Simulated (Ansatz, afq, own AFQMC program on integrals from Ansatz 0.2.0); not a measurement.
## B2H2, triplet → B2H2, singlet

```xyz
4

B     0.0000    0.0000    0.6756
B     0.0000    0.0000   -0.9095
H     0.0000    1.0479    1.2540
H     0.0000   -1.0479    1.2540
```

Connectivity, by distances: BH2–B.

E(singlet, charge +0) − E(triplet, charge +0) at this geometry, on UHF and RHF determinants.

Basis cc-pVDZ. Only valence electrons are correlated. AFQMC by an in-house program on the Cholesky factors that Ansatz 0.2.0 writes for its CCSD(T) run. The CISD trial takes its coefficients from CCSD amplitudes. Released means that phaseless walkers are propagated on without the constraint, phases kept. Error bars are statistical, one sigma. The errors of all members are added in quadrature.

No full CI on the walks' own integrals is used here; CCSDT(Q) serves as the reference and is uncertain by about the last step of the cluster series. Each member takes its own surest rung, up to full CI.

The best estimate is CCSD(T) at the basis-set limit (CBS: def2-TZVPP and def2-QZVPP, with their diffuse functions for anions and beside diffuse sets, CCSD(T) itself extrapolated) plus the step from CCSD(T) to CCSDT(Q) in cc-pVDZ. Rows without CBS are in cc-pVDZ; B2PLYP and the wave-function rows carry a basis error of their own. Core correlation and relativity beyond core potentials are missing, and ± holds the sampling alone.

Cautions: B₂H₂ (singlet): another spin lies lower, restricted determinant unstable towards unrestricted (UHF 870 meV lower, ⟨S²⟩ 0.95), the ph-AFQMC/CISD walk drifts between its halves (2.5 errors), CCSDTQ on the UHF determinant differs (786 meV lower), perhaps since the unrestricted series falls towards higher spin, its ph-AFQMC/CISD value lies 18 ± 5 meV above CCSDTQ.

Best estimate: 65.8 kJ/mol.

```json
{"level": "HF", "vertical spin gap (kJ/mol)": "128.8", "error against the best estimate (kJ/mol)": "63.0"}
{"level": "MP2", "vertical spin gap (kJ/mol)": "103.4", "error against the best estimate (kJ/mol)": "37.6"}
{"level": "CCSD", "vertical spin gap (kJ/mol)": "76.1", "error against the best estimate (kJ/mol)": "10.3"}
{"level": "CCSD(T)", "vertical spin gap (kJ/mol)": "77.1", "error against the best estimate (kJ/mol)": "11.3"}
{"level": "CCSDT", "vertical spin gap (kJ/mol)": "76.7", "error against the best estimate (kJ/mol)": "10.9"}
{"level": "CCSDT(Q)", "vertical spin gap (kJ/mol)": "76.4", "error against the best estimate (kJ/mol)": "10.6"}
{"level": "ph-AFQMC/CISD", "vertical spin gap (kJ/mol)": "76.5 ± 0.5", "error against the best estimate (kJ/mol)": "10.7 ± 0.5"}
{"level": "released AFQMC", "vertical spin gap (kJ/mol)": "76.6 ± 0.6", "error against the best estimate (kJ/mol)": "10.8 ± 0.6"}
{"level": "HF/CBS", "vertical spin gap (kJ/mol)": "124.6", "error against the best estimate (kJ/mol)": "58.8"}
{"level": "MP2/CBS", "vertical spin gap (kJ/mol)": "86.8", "error against the best estimate (kJ/mol)": "21.0"}
{"level": "CCSD(T)/CBS", "vertical spin gap (kJ/mol)": "66.8", "error against the best estimate (kJ/mol)": "1.1"}
```

Correlation beyond CCSD(T) takes off 1.1 kJ/mol. Going to the basis-set limit takes off 10.2 kJ/mol at CCSD(T). The perturbative (T) step is worth +0.9 kJ/mol.

Best estimates are given only where the step beyond CCSD(T) is under 0.3 eV and no member's determinant is very poor (T1 over 0.05, or 0.07 for open shells, ⟨S²⟩ too high by 0.3, two states mixed), so the hardest cases are missing from such tables.

CCSDT and higher add their correlation energy to the determinant of the CCSD(T) run, since their own runs factorise the integrals more tightly (a shift of under 2 meV). Each member of a difference takes its own highest rung, so a best estimate needn't equal the limit plus the step of one row. A walk keeps the symmetry of its determinant, which the program's search chose and which needn't be the lowest solution, so a lower state of the same spin and another symmetry isn't excluded. Released energies are given only where the last usable release times agree within the noise; a slower fall can still hide under it.
